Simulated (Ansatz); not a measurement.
# BH2F− (SMILES [BH2-]F) at UCCSDT(Q)/STO-3G

What is the vertical doublet–quartet gap of BH2F− at UCCSDT(Q)/STO-3G? 

The results are computed with Ansatz 0.2.0.

1 further run of the same task is left out (it didn't finish).

**1. The molecule**

BH2F−: 4 atoms, total charge -1, spin state doublet. As SMILES, `[BH2-]F`. The shape is that of a GFN2-xTB optimisation.

Bond lengths: B1–F2 1.499 Å, B1–H3 1.242 Å, B1–H4 1.242 Å. Angles: F2–B1–H3 108.4°, F2–B1–H4 108.4°, H3–B1–H4 113.0°.

**2. The energy at UCCSDT(Q)/STO-3G**

File job.yaml:

```yaml
crystal:
  periodic: [false, false, false]
  atoms:
    - {symbol: B, position_ang: [-0.086340, 0.304430, 0.102380]}
    - {symbol: F, position_ang: [1.031910, -0.468820, 0.732960]}
    - {symbol: H, position_ang: [-1.140340, -0.333670, 0.256190]}
    - {symbol: H, position_ang: [0.194760, 0.498060, -1.091520]}
basis:
  gaussian:
    orbitals: STO-3G
scf:
  omitted_lower_state_checks: [cluster_reference, increment]
total_charge: -1
correlation:
  method: ccsdt_q
  frozen_orbitals: {B: 1, F: 1, H: 0}
accuracy: high
magnetization:
  spin_polarized: true
  initial_magnetization: 1
```

Launch:

```
$ ansatz run job.yaml --threads 1 --pin off --max-ram 2610MiB --events-out events.jsonl --progress --plain --runs-dir runs
```

Standard output, cut to the lines that bear on the results:

```text
Warning: RAYON_NUM_THREADS=1 ignored (pool sized by the plan → 1); use --threads N
Functional definition: HF
  name "HF"
[...]
188 factors; integrals over basis functions are off by at most 3.7e-8 eV
[...]
mean field -3356.96008923 eV, -123.3660078499 hartree, gradient 1.2e-8 eV, S^2 0.754725; 0 other end points of the search recorded, 0 dependent functions left out
2 core orbitals not correlated: weight in the atoms' cores, before any rotation towards them, 1.000 or more for the frozen orbitals, at most 0.000 for the correlated occupied ones
reference -3356.96008923 eV, -123.3660078499 hartree; 7, 6 occupied and 3, 4 virtual orbitals, 188 factors
second order -1.19534659 eV of doubles, -0.00000000 eV of singles
cycle   1  -1.48463728 eV  change   -2.9e-1 eV  update   5.5e-2
[...]
cycle  24  -1.72850137 eV  change  -1.7e-10 eV  update  6.6e-10
perturbative correction 0.00031210 eV, 0.0000114693 hartree
Total energy: -3358.68827850 eV, -123.4295176341 hartree
Checks for a lower state left out: cluster_reference, increment
```

Wall time 0.71 s (1 thread of AMD EPYC 7R43 (Zen 3), shared host).

**3. The quartet, same level**

File run.yaml:

```yaml
crystal:
  periodic: [false, false, false]
  atoms:
    - {symbol: B, position_ang: [-0.086340, 0.304430, 0.102380]}
    - {symbol: F, position_ang: [1.031910, -0.468820, 0.732960]}
    - {symbol: H, position_ang: [-1.140340, -0.333670, 0.256190]}
    - {symbol: H, position_ang: [0.194760, 0.498060, -1.091520]}
basis:
  gaussian:
    orbitals: STO-3G
total_charge: -1
magnetization:
  spin_polarized: true
  initial_magnetization: 3
correlation:
  method: ccsdt_q
  frozen_orbitals: {B: 1, F: 1, H: 0}
accuracy: high
scf:
  omitted_lower_state_checks: [cluster_reference, increment]
```

Launch:

```
$ ansatz run run.yaml --threads 1 --pin off --max-ram 2610MiB --events-out events.jsonl --progress --plain --runs-dir runs
```

Standard output, cut to the lines that bear on the results:

```text
Warning: RAYON_NUM_THREADS=1 ignored (pool sized by the plan → 1); use --threads N
[... 2 set-up lines as earlier in the session ...]
[...]
188 factors; integrals over basis functions are off by at most 3.7e-8 eV
[...]
mean field -3345.17523803 eV, -122.9329225565 hartree, gradient 5.9e-9 eV, S^2 3.759236; 7 other end points of the search recorded, 0 dependent functions left out
2 core orbitals not correlated: weight in the atoms' cores, before any rotation towards them, 1.000 or more for the frozen orbitals, at most 0.000 for the correlated occupied ones
reference -3345.17523803 eV, -122.9329225565 hartree; 8, 5 occupied and 2, 5 virtual orbitals, 188 factors
second order -0.64845106 eV of doubles, -0.00000000 eV of singles
cycle   1  -0.86950905 eV  change   -2.2e-1 eV  update   4.1e-2
[...]
cycle  41  -1.07339471 eV  change   5.6e-10 eV  update   1.1e-9
perturbative correction 0.00004417 eV, 0.0000016234 hartree
Total energy: -3346.24858857 eV, -122.9723674613 hartree
Checks for a lower state left out: cluster_reference, increment
```

Wall time 0.81 s (1 thread of AMD EPYC 7R43 (Zen 3), shared host).

**4. Outcome**

Level: UCCSDT(Q)/STO-3G, 2 core orbitals frozen.

```
                                            quantity          value
                               doublet: total energy  -123.42952 Eh
doublet: correlation energy (2 core orbitals frozen)      -63.5 mEh
          doublet: ⟨S²⟩ of the reference determinant          0.755
                              doublet: T1 diagnostic          0.010
                               quartet: total energy  -122.97237 Eh
quartet: correlation energy (2 core orbitals frozen)      -39.4 mEh
          quartet: ⟨S²⟩ of the reference determinant          3.759
                              quartet: T1 diagnostic          0.015
    vertical energy of the quartet above the doublet      12.440 eV
```

At this shape the quartet lies 12.44 eV (1200 kJ/mol) above the doublet. For an anion a state so high probably lies above electron detachment. In a minimal basis such a difference can be off by several eV, whatever the method.
